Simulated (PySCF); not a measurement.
**Working out the ionisation energy of C**

C [He] 2s2 2p2 (3P) → C⁺ [He] 2s2 2p1 (2P). All numbers are calculated (PySCF 2.14, scalar relativity by spin-free X2C-1e, in cc-pVDZ-DK (3s2p1d, 14 functions)). Frozen: 1s2. Energies in hartree (1 hartree = 27.21139 eV):

```json
{"part": "UHF", "C (lower)": "-37.701472", "C⁺ (upper)": "-37.304630"}
{"part": "CCSD correlation", "C (lower)": "-0.072913", "C⁺ (upper)": "-0.066690"}
{"part": "(T)", "C (lower)": "-0.000925", "C⁺ (upper)": "-0.000651"}
```

Problem. What does Hartree-Fock give?

Solution. (-37.304630) − (-37.701472) = 0.396842 hartree = 10.799 eV.

Problem. What do CCSD and CCSD(T) give?

Solution. The CCSD correlation energies differ by 0.006223 hartree = 0.169 eV and the triples by 0.000274 hartree = 0.007 eV, so CCSD gives 10.968 eV and CCSD(T) 10.975 eV.

Measured between the centres of the two terms (NIST): 11.262 eV, so CCSD(T) (valence) is off by -0.287 eV.

A double-zeta basis recovers only part of the correlation energy.

What remains against the reference includes basis incompleteness, the frozen core and higher excitations.
